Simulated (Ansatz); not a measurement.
# C₂H₅NOS: up Jacob's ladder to CCSD(T)

Aim: compute C₂H₅NOS with functionals from several rungs and with coupled cluster. The yardstick is the atomisation energy at the CCSD(T) limit.

Program: Ansatz 0.2.0, Gaussian basis. Level of theory: functionals in def2-TZVPP, the program's frozen cores in correlated methods. These are calculated values, not measurements.

Levels to be run: PBE-D4, r2SCAN-D4, PBE0-D4, B3LYP-D4, ωB97X-V, ωB97M-V, B2PLYP; CCSD(T)/def2-TZVPP; MP2/def2-QZVPP; extrapolation to the limit.

## (1) The relaxed structure

The geometry comes from an earlier relaxation with PBE0-D4 in a triple-zeta def2 set; it is a stationary point, not always the lowest conformer.

SMILES `N=C(S)CO`, 10 atoms, charge 0, spin multiplicity 1.

Atoms are counted from 1 here; the program's logs count them from 0.

Bond lengths: N1–C2 1.263 Å, N1–H6 1.019 Å, C2–S3 1.768 Å, C2–C4 1.514 Å, S3–H7 1.345 Å, C4–O5 1.407 Å, C4–H8 1.094 Å, C4–H9 1.094 Å, O5–H10 0.961 Å. Angles: C2–N1–H6 113.0°, N1–C2–S3 124.8°, N1–C2–C4 118.8°, S3–C2–C4 116.4°, C2–S3–H7 95.2°, C2–C4–O5 114.8°, C2–C4–H8 106.9°, C2–C4–H9 107.9°, O5–C4–H8 112.7°, O5–C4–H9 106.2°, H8–C4–H9 108.2°, C4–O5–H10 108.6°.

## (2) PBE-D4 (GGA)

in.yaml reads:

```yaml
crystal:
  periodic: [false, false, false]
  atoms:
    - {symbol: N, position_ang: [0.377367, -1.842976, -0.222273]}
    - {symbol: C, position_ang: [0.294480, -0.654021, 0.195094]}
    - {symbol: S, position_ang: [1.339506, 0.054875, 1.432000]}
    - {symbol: C, position_ang: [-0.809384, 0.231329, -0.342012]}
    - {symbol: O, position_ang: [-0.459161, 1.585627, -0.489106]}
    - {symbol: H, position_ang: [1.115308, -2.374511, 0.236610]}
    - {symbol: H, position_ang: [0.844732, 1.299795, 1.311292]}
    - {symbol: H, position_ang: [-1.151740, -0.220281, -1.277969]}
    - {symbol: H, position_ang: [-1.637912, 0.206590, 0.371290]}
    - {symbol: H, position_ang: [0.169906, 1.662473, -1.212026]}
basis:
  gaussian: {orbitals: def2-TZVPP}
hamiltonian: {xc: pbe, dispersion: d4}
output: {forces: true, orbitals: {seedname: orbitals}}
```

On the command line:

```
ansatz run in.yaml --threads 4 --pin off --events-out ev --progress --plain --max-ram 10444MiB
```

Further steps of the session: r2SCAN-D4 (meta-GGA); PBE0-D4 (hybrid); B3LYP-D4 (hybrid); ωB97X-V (range-separated); ωB97M-V (range-separated); B2PLYP (double hybrid); CCSD(T) in def2-TZVPP; MP2 in def2-QZVPP.

Q: Predict the results of all the runs planned. Wanted: atomisation energy, CCSD(T)/CBS; farthest; mean size of error, hybrid; mean size of error, range-separated; gap, smallest and largest; T1 diagnostic; triples share of the correlation energy.

As calculated:

| quantity | value |
| --- | --- |
| atomisation energy, CCSD(T)/CBS | 900.8 kcal/mol |
| functionals within 4.5 kcal/mol (0.5 %) | r2SCAN-D4, B3LYP-D4, ωB97X-V |
| farthest | PBE-D4 (+35.5 kcal/mol) |
| mean size of error, hybrid | 4.3 kcal/mol |
| mean size of error, range-separated | 4.8 kcal/mol |
| gap, smallest and largest | 4.71 eV (PBE-D4), 11.50 eV (ωB97X-V) |
| T1 diagnostic | 0.0132 |
| triples share of the correlation energy | 4.3 % |

PBE-D4 misses by +35.5 kcal/mol. Double hybrids carry the basis error of their MP2 part in triple zeta, and no dispersion term here, so their miss is partly the set-up's. The reference freezes the cores and leaves out relativity and excitations past (T), so misses under about 4.5 kcal/mol can't be ranked. Hartree-Fock recovers 67 % of the binding; the rest is correlation. The gap grows from 4.7 to 11.5 eV across the functionals, mostly with the share of exact exchange.
